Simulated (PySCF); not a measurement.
## ClF⁺: energy against distance

Set-up: PySCF, no relativity, basis sets Cl def2-TZVP, F def2-TZVP. Energies in eV from Cl⁺ + F in their ground configurations at the same level. State: ²Π (doublet), unpaired electrons π ↑.

All columns are PBE0. A positive dipole points towards F; it is taken about the centre of mass and depends on that origin.

```csv
R (Å),E (eV),μ (D),Mulliken charge on Cl (basis-dependent),HOMO (eV),LUMO (eV),Mayer bond order,⟨S²⟩
1.314,-1.603,-0.92,0.85,-17.86,-14.60,1.41,0.75
1.375,-2.447,-1.18,0.87,-18.16,-14.91,1.40,0.75
1.436,-2.906,-1.42,0.88,-18.42,-15.20,1.39,0.75
1.482,-3.066,-1.58,0.88,-18.60,-15.39,1.39,0.75
1.528,-3.107,-1.72,0.88,-18.76,-15.56,1.38,0.75
1.574,-3.058,-1.85,0.88,-18.90,-15.72,1.38,0.75
1.635,-2.888,-2.01,0.89,-19.07,-15.90,1.36,0.75
1.711,-2.564,-2.19,0.90,-19.24,-16.09,1.35,0.75
1.803,-2.081,-2.38,0.91,-19.41,-16.26,1.31,0.76
1.925,-1.387,-2.59,0.92,-19.54,-16.33,1.19,0.79
```

A fit through these points gives, at Re = 1.524 Å, μ = -1.71 D and dμ/dR = -3.03 D/Å; the reduced mass is 12.31 u.

Task: How strong is the fundamental in the double-harmonic approximation, I = 42.26·(dμ/dR)²/μred km/mol?

Result: I = 42.26·(-3.03)²/12.31 = 31.5 km/mol at PBE0.

For an ion De counts to the pair picked by the measured ionisation energies or electron affinities, which need not be the lowest pair at this level. The state was picked by a PBE0 search and need not be the measured ground state.
